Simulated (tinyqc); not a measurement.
CIS and TDHF on RHF in the sto-3g basis, frozen core, for H2F+, spin multiplicity 1, step by step (part 2 of 2). Computed by tinyqc, a small Python program that keeps every step (integrals from PySCF). Command: `OMP_NUM_THREADS=1 python tinyqc.py 22052 22053 out.jsonl` (the two numbers bound the seeds that draw the settings). One thread of a shared host (Intel(R) Xeon(R) Processor @ 2.60GHz), about 0.1 s of CPU time with the checks.

Geometry (angstrom):
```
atom         x          y         z
F     0.000000   0.000000  0.000000
H     0.000000   0.758000  0.527000
H     0.000000  -0.758000  0.527000
```

## TDHF (RPA) triplet states

CIS matrix A, triplet (hartree), lower triangle:
```
           2>6        2>7       3>6       3>7       4>6       4>7       5>6       5>7
2>6   1.558598
2>7   0.000000   1.694872
3>6   0.000000   0.100852  0.725566
3>7   0.100852   0.000000  0.000000  0.834243
4>6  -0.071027   0.000000  0.000000  0.040089  0.609627
4>7   0.000000  -0.009298  0.040089  0.000000  0.000000  0.719327
5>6   0.000000   0.000000  0.000000  0.000000  0.000000  0.000000  0.549170
5>7   0.000000   0.000000  0.000000  0.000000  0.000000  0.000000  0.000000  0.669297
```

Two-electron integrals over orbitals (pq|rs), unique and non-zero (hartree); the lowest 1 orbital is frozen and left out:
```
(22|22) 0.862341    (32|32) 0.162864    (33|22) 0.770139    (33|33) 0.755743
(42|22) 0.016581    (42|33) -0.003876   (42|42) 0.155795    (43|32) 0.002699
(43|43) 0.048146    (44|22) 0.817041    (44|33) 0.728682    (44|42) -0.094808
(44|44) 0.922337    (52|52) 0.179067    (53|53) 0.039190    (54|52) -0.038001
(54|54) 0.057648    (55|22) 0.877573    (55|33) 0.757808    (55|42) -0.048570
(55|44) 0.847256    (55|55) 0.997514    (62|22) 0.155545    (62|33) 0.097989
(62|42) 0.036004    (62|44) 0.113401    (62|55) 0.161716    (62|62) 0.084321
(63|32) -0.025481   (63|43) -0.015329   (63|63) 0.063937    (64|22) 0.123121
(64|33) 0.075541    (64|42) -0.005633   (64|44) 0.135279    (64|55) 0.128014
(64|62) 0.060537    (64|64) 0.062653    (65|52) 0.057233    (65|54) 0.003790
(65|65) 0.029242    (66|22) 0.597793    (66|33) 0.572864    (66|42) 0.071027
(66|44) 0.548781    (66|55) 0.567217    (66|62) 0.061453    (66|64) 0.030771
(66|66) 0.556575    (72|32) -0.057174   (72|43) 0.026815    (72|63) -0.030399
(72|72) 0.054286    (73|22) -0.190827   (73|33) -0.158553   (73|42) 0.061251
(73|44) -0.201880   (73|55) -0.221947   (73|62) -0.075992   (73|64) -0.074693
(73|66) -0.022485   (73|73) 0.157568    (74|32) 0.061417    (74|43) -0.013087
(74|63) -0.037050   (74|72) -0.011820   (74|74) 0.049923    (75|53) -0.025250
(75|75) 0.019891    (76|32) -0.100852   (76|43) -0.040089   (76|63) 0.076055
(76|72) -0.009922   (76|74) -0.058026   (76|76) 0.153229    (77|22) 0.632715
(77|33) 0.635385    (77|42) 0.009298    (77|44) 0.610277    (77|55) 0.618287
(77|62) 0.051925    (77|64) 0.029433    (77|66) 0.552032    (77|73) -0.071865
(77|77) 0.596355
```

B(ia,jb) = - (ib|ja); the squared energies are the eigenvalues of (A - B)(A + B); 1 hartree = 27.211386 eV.

TDHF matrix B, triplet (hartree), lower triangle:
```
           2>6        2>7        3>6        3>7        4>6        4>7        5>6        5>7
2>6  -0.084321
2>7   0.000000  -0.054286
3>6   0.000000   0.075992  -0.063937
3>7   0.030399   0.000000   0.000000  -0.157568
4>6  -0.060537   0.000000   0.000000   0.037050  -0.062653
4>7   0.000000   0.011820   0.074693   0.000000   0.000000  -0.049923
5>6   0.000000   0.000000   0.000000   0.000000   0.000000   0.000000  -0.029242
5>7   0.000000   0.000000   0.000000   0.000000   0.000000   0.000000   0.000000  -0.019891
```

squared energies w^2 (hartree^2): 0.300732  0.339105  0.437146  0.447562  0.572042  0.667212  2.476375  2.898497

TDHF energies from the positive w^2 (eV): 14.922471  15.845925  17.991363  18.204447  20.580909  22.227092  42.821207  46.327311
